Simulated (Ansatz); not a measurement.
## Which is lower?

Two relaxed structures of Si$_{2}$NH$_{2}$, doublet (PBE0-D4/def2-TZVP; forces vanish, vibrations not checked).

A:

```tsv
atom	x (Å)	y (Å)	z (Å)
N1	-0.2444	-0.7304	0.0119
Si2	-0.3550	-0.6720	1.6445
Si3	0.9939	0.4331	-0.0663
H4	2.3582	-0.0076	-0.4483
H5	0.6767	1.7702	-0.6257
```

B:

N1  (-0.385, -0.611, -0.086)
Si2  (-0.077, -0.698, 1.589)
Si3  (1.030, 0.459, -0.125)
H4  (-1.114, -0.934, -0.705)
H5  (0.546, 1.784, -0.673)
(Å)

Computed with Ansatz 0.2.0 (basis: def2-TZVPP); correlated methods freeze the cores; orbitals are unrestricted. B3LYP uses VWN-RPA correlation.

Q: Which structure is lower at CCSD(T), and by how much? (To be estimated.)

A: Computed: A, by 2.89 kcal/mol (electronic energy, against the other). By their contacts, A is Si₂NH₂ ([N]1[Si][SiH2]1) and B is Si₂NH₂ ([NH]1[Si][SiH]1).

Q: Do the other methods give the same order? (Judge from chemistry; the calculation decides.)

A: By the calculation: Not all: PBE-D4, PBE0-D4 give the other order.

```json
{"method": "PBE-D4", "E(B) − E(A) (kcal/mol)": "-0.22"}
{"method": "r2SCAN-D4", "E(B) − E(A) (kcal/mol)": "2.35"}
{"method": "PBE0-D4", "E(B) − E(A) (kcal/mol)": "-0.57"}
{"method": "B3LYP-D4", "E(B) − E(A) (kcal/mol)": "1.38"}
{"method": "wB97M-V", "E(B) − E(A) (kcal/mol)": "1.68"}
{"method": "HF", "E(B) − E(A) (kcal/mol)": "1.84"}
{"method": "MP2", "E(B) − E(A) (kcal/mol)": "5.81"}
{"method": "CCSD", "E(B) − E(A) (kcal/mol)": "2.26"}
{"method": "CCSD(T)", "E(B) − E(A) (kcal/mol)": "2.89"}
```

T1 diagnostic: at most 0.028. ⟨S²⟩ of the unrestricted Hartree–Fock references: 0.78 to 0.82 (a pure state has 0.75). The unrestricted reference is spin-contaminated, which hurts MP2 most.

Labels in which every atom is bracketed show which atoms are joined, not bond orders.

For scale, one of the runs: CCSD(T)/def2-TZVPP, 143 basis functions, launched by `ansatz run in.yaml --threads 2 --pin off --events-out ev --progress --plain --max-ram 4352MiB`. Time: 35 s of wall clock on 2 CPU threads of an Arm Neoverse V2; the host was shared. Peak host memory: 1.7 GiB.
